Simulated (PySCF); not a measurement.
Species: C₄H₉OP.
Numbering: `[CH3:1][O:2][CH:3]1[CH2:4][PH:5][CH2:6]1` (hydrogens: H7, H8, H9 on C1; H10 on C3; H11, H12 on C4; H13 on P5; H14, H15 on C6)

Structure used (GFN2-xTB), in Å, numbered top down from 1:
```
atom  x, y, z in Å
C1    -2.152    0.488    0.051
O2    -1.081    0.171    0.903
C3     0.176    0.251    0.287
C4     1.322    0.010    1.274
P5     2.310   -0.911   -0.028
C6     0.551   -0.891   -0.680
H7    -2.038    1.495   -0.370
H8    -2.236   -0.229   -0.774
H9    -3.054    0.447    0.658
H10    0.286    1.225   -0.216
H11    1.001   -0.675    2.059
H12    1.775    0.890    1.726
H13    2.678    0.263   -0.713
H14    0.414   -0.713   -1.745
H15    0.044   -1.815   -0.396
```

The calculation used TDDFT wB97X-D/def2-SVPD, vertical, gas phase, core orbitals frozen in the response in PySCF.

Transition dipole moments from the ground state, in atomic units and in the frame of the coordinates above (overall signs are arbitrary), for the states with f of 0.002 or more among the lowest 7:

```json
{"state": "S1", "E (eV)": "6.185", "μx": "0.273", "μy": "0.212", "μz": "0.515"}
{"state": "S2", "E (eV)": "6.594", "μx": "-0.269", "μy": "-0.403", "μz": "0.300"}
{"state": "S3", "E (eV)": "7.257", "μx": "0.642", "μy": "-0.367", "μz": "-0.068"}
{"state": "S4", "E (eV)": "7.434", "μx": "0.288", "μy": "-0.239", "μz": "-0.011"}
{"state": "S5", "E (eV)": "7.654", "μx": "0.280", "μy": "-0.148", "μz": "0.024"}
{"state": "S6", "E (eV)": "7.883", "μx": "-0.187", "μy": "-0.021", "μz": "0.040"}
{"state": "S7", "E (eV)": "8.118", "μx": "0.103", "μy": "0.040", "μz": "0.121"}
```

(1) What oscillator strength does each state have?

(2) What angle do the transition dipoles of S3 and S4 make?

(3) How is the summed strength of these states shared among x, y and z?

(4) What peak molar absorption coefficient would the strongest computed level give as a lone Gaussian band 0.5 eV wide at half height?

Results:

(1) f = (2/3) ΔE |μ|² with ΔE in hartree (27.2114 eV).

```tsv
state	|μ|² (au)	|μ| (D)	f
S1	0.384	1.58	0.058
S2	0.325	1.45	0.052
S3	0.552	1.89	0.098
S4	0.140	0.95	0.026
S5	0.101	0.81	0.019
S6	0.037	0.49	0.007
S7	0.027	0.42	0.005
```

(2) |cos θ| = |μa·μb| / (|μa| |μb|) = 0.98, so θ ≈ 11° (taken between 0 and 90°, since the signs are arbitrary).

(3) (2/3) Σ ΔE μα² gives 0.135 for x, 0.072 for y and 0.059 for z, 0.266 in all.

(4) ε(max) = 2.175×10⁸ f / FWHM, with the width in cm⁻¹. S3: 2.175×10⁸ × 0.0981 / 4033 ≈ 5300 L mol⁻¹ cm⁻¹.

On an Arm Neoverse V2 with one thread, on a shared host, this took 28 s wall and 0.83 GiB of memory at its peak.

One conformer stands for the species.

Without π bonds the low states may be Rydberg-like; a valence basis with one diffuse set may place them up to an eV too high.
